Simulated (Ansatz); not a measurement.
Constitutional and geometric isomers with formula CHN. Gas-phase values, no solvent. Strings in code marks are SMILES.

Quantity: electronic energy of isomers of CHN relative to `C#N`, in kJ/mol.

Case: `[C-]#[NH+]`. Geometry of `[C-]#[NH+]` (neutral, multiplicity 1, Å):

```xyz
3

C      1.0484    -0.4248     0.0000
N     -0.0526    -0.0470     0.0000
H     -0.9958     0.2767     0.0000
```

Give the electronic energy of isomers of CHN relative to `C#N` at the level composite: frozen-core CCSD(T) with HF/cc-pV5Z and the correlation energy extrapolated as X^-3 from cc-pVQZ and cc-pV5Z, plus CCSDT(Q) minus CCSD(T) in cc-pVDZ // B3LYP-D3(BJ)/def2-TZVP (Ansatz, a first-principles code).

62.8 kJ/mol.
